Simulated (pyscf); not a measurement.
Structures and frequencies: ωB97X-D3(BJ)/def2-SVP in PySCF.

Question: HN=SiH₂ → HN=Si: [singlet] + hydrogen (H₂)
Surface: singlet. Broken: H–Si, H–Si. Formed: H–H. Give ΔE‡ and ΔE from ωB97M-D3(BJ)/def2-TZVP, relative to the reactant's lowest minimum found.

Answer: ΔE‡ = 3.42 eV, ΔE = +0.12 eV. Zero-point energy shifts the barrier by -0.13 eV. It is a 1,1-elimination, with an imaginary mode of 1711i cm⁻¹. HN=SiH₂ lies 0.79 eV over its isomer H₂N–SiH: [singlet] (electronic energy, ωB97M-D3(BJ)/def2-TZVP). This is the saddle that the search found; another between the same sides may lie lower.
